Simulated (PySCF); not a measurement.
FH, SMILES F. The structure is a stationary point at B3LYP-D3(BJ)/def2-TZVPD.

**Question.** Give the equilibrium geometry at B3LYP-D3(BJ)/def2-TZVPD (PySCF confirms it by a frequency run) as bond lengths and angles, and its point group. (An estimate is asked for; the answer gives what the named calculation found.)

**Answer.** point group C∞v.
Atoms: F1 H2. Bonded distances (Å): F1–H2 0.925.
